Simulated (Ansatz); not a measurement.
Cohesive energy of some fcc solids

Method: RPBE (Ansatz, a program for electronic structure, plane waves, PAW). References are measured values corrected to a static lattice.

Values in eV/atom.

| solid | reference | RPBE | error (eV/atom) |
|---|---|---|---|
| fcc Ca | 1.86 | 1.72 | -0.14 |
| fcc Cu | 3.52 | 3.04 | -0.48 |
| fcc Ni | 4.48 | 4.17 | -0.31 |
| fcc Ag | 2.97 | 2.02 | -0.95 |
| fcc Pd | 3.93 | 3.09 | -0.84 |
| fcc Sr | 1.73 | 1.43 | -0.30 |
| fcc Al | 3.43 | 3.16 | -0.27 |
| fcc Rh | 5.78 | 5.00 | -0.78 |

Over these 8 solids the mean error is -0.51 eV/atom, the mean absolute error 0.51 eV/atom (median 0.40 eV/atom), and the worst case fcc Ag at -0.95 eV/atom; the value is too low in 8 of 8 cases.

All these references are brought to a static lattice.

Differences are worked out from the printed values.

Free atoms are spin-polarised, in the lowest state found; at levels without +SOC their spin–orbit coupling is left out. Each level is taken at its own relaxed cell. Ansatz's density-functional and Hartree–Fock values are scalar-relativistic unless marked +SOC, with PAW data made under PBE.

Ansatz's runs of these crystals have no spin polarisation, but for fcc Ni.

Density-functional runs with spin start from parallel moments for fcc Ni.

Not in this set, of the fcc solids with a reference value in our tables and a result at some level: 3 for the spin–orbit terms of free Br, In, Sn, Te, I and atoms past barium, a cut that leaves lighter open-shell atoms' terms in the errors; 1 for no value at RPBE (not run, a failed fit, an unstable or unbound cell, or a value held back for tests). These can be a level's best or worst cases. Solids without a released value at any level aren't counted. Layered and molecular crystals are counted apart. The metals Ce to Yb are counted apart.

References as tabulated in Mejia-Rodriguez and Trickey (2018), arXiv:1807.09216; Jana et al. (2018), arXiv:1807.00350; Harl et al. (2010), doi:10.1103/physrevb.81.115126; Csonka et al. (2009), arXiv:0903.4037.
